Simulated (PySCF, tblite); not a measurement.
C₂H₅O₃S (charge -1).
Atom-mapped SMILES: `[CH3:1][CH2:2][S:3](=[O:4])(=[O:5])[O-:6]` (hydrogens: H7, H8, H9 on C1; H10, H11 on C2)
Bond orders are those of one Lewis drawing.

Computed with GFN2-xTB (tblite), gas phase: Langevin dynamics at 300 K from the optimised GFN2-xTB geometry, time step 0.5 fs, friction 0.01 fs⁻¹, 2000 steps. Over the second half of the run the saved frames average 294 K.

Frame at 250 fs, instantaneous temperature 260 K:
```
atom  x, y, z in Å
C1     -1.502   -0.549    0.552
C2     -0.477    0.434    0.110
S3      1.030   -0.600   -0.102
O4      0.920   -1.308   -1.331
O5      2.021    0.450   -0.169
O6      1.181   -1.474    1.039
H7     -1.242   -1.079    1.470
H8     -1.592   -1.392   -0.169
H9     -2.471   -0.043    0.625
H10    -0.377    1.206    0.810
H11    -0.732    0.713   -0.996
```

Frame at 425 fs, instantaneous temperature 269 K:
```
atom  x, y, z in Å
C1     -1.443   -0.898    0.575
C2     -0.361    0.021    0.122
S3      1.178   -0.935   -0.063
O4      1.275   -1.317   -1.449
O5      2.238   -0.011    0.373
O6      1.098   -2.118    0.862
H7     -1.161   -1.236    1.574
H8     -1.456   -1.749   -0.094
H9     -2.360   -0.347    0.667
H10    -0.220    0.857    0.879
H11    -0.700    0.491   -0.859
```

Frame at 625 fs, instantaneous temperature 239 K:
```
atom  x, y, z in Å
C1     -1.187   -0.834    0.105
C2      0.122   -0.183    0.622
S3      1.499   -1.309    0.080
O4      1.485   -1.424   -1.373
O5      2.710   -0.606    0.475
O6      1.179   -2.570    0.731
H7     -1.312   -1.840    0.385
H8     -1.274   -0.659   -1.011
H9     -1.971   -0.308    0.697
H10     0.095   -0.161    1.659
H11     0.220    0.777    0.171
```

Frame at 800 fs, instantaneous temperature 283 K:
```
atom  x, y, z in Å
C1     -1.465   -0.528   -0.107
C2     -0.179   -0.038    0.430
S3      1.219   -1.098   -0.214
O4      0.985   -1.305   -1.682
O5      2.339   -0.262    0.242
O6      1.117   -2.304    0.572
H7     -1.536   -1.568   -0.165
H8     -1.777   -0.162   -1.121
H9     -2.244   -0.234    0.606
H10    -0.056   -0.045    1.491
H11     0.120    0.977    0.173
```

Frame at 1000 fs, instantaneous temperature 191 K:
```
atom  x, y, z in Å
C1     -1.484   -0.985   -0.293
C2     -0.402   -0.145    0.290
S3      1.062   -0.978   -0.425
O4      0.754   -1.141   -1.871
O5      2.202   -0.110   -0.213
O6      1.145   -2.203    0.297
H7     -1.569   -1.958    0.294
H8     -1.226   -1.268   -1.353
H9     -2.429   -0.545   -0.315
H10    -0.411   -0.103    1.329
H11    -0.432    0.827   -0.188
```

Q: What do single points at PBE0/pcSseg-1 (PySCF, gas phase) give on these frames?

A: 
| t (fs) | GFN2-xTB E above start (eV) | DFT E above lowest frame (eV) | HOMO (eV) | LUMO (eV) |
| --- | --- | --- | --- | --- |
| 250 | 0.45 | 0.35 | -1.68 | 5.34 |
| 425 | 0.33 | 0.00 | -1.66 | 5.16 |
| 625 | 0.40 | 0.11 | -1.65 | 5.28 |
| 800 | 0.42 | 0.04 | -1.86 | 5.38 |
| 1000 | 0.32 | 0.23 | -1.75 | 5.60 |

The two levels order the frames differently by energy; measured from each level's lowest frame they differ by 0.23 eV at most. The HOMO–LUMO gap runs from 6.82 to 7.35 eV. These are instantaneous structures, not minima.

Q: And the isotropic GIAO shieldings (ppm) from the same runs?

A: 
```tsv
atom	250 fs	425 fs	625 fs	800 fs	1000 fs	mean	range
C1	171.5	172.7	170.4	179.2	172.1	173.2	8.8
C2	131.0	128.4	135.5	132.5	141.6	133.8	13.2
S3	207.5	179.9	189.1	172.6	191.1	188.0	34.9
O4	136.4	119.0	117.8	96.9	113.7	116.8	39.5
O5	120.5	91.4	113.9	96.0	129.9	110.3	38.5
O6	136.6	92.5	124.5	123.9	138.8	123.3	46.3
H7	30.1	30.0	31.0	31.5	29.6	30.4	1.9
H8	29.9	30.5	29.3	30.1	27.1	29.4	3.4
H9	31.0	31.5	30.6	31.1	32.4	31.3	1.8
H10	30.1	28.3	30.8	30.1	30.8	30.0	2.5
H11	27.8	28.3	30.3	29.5	30.2	29.2	2.5
```

The cost below is that of the whole dynamics run. Time: 8.3 s of wall time; peak memory 0.18 GiB. Hardware: Intel Xeon at 2.60 GHz, one thread, no GPU (shared host).
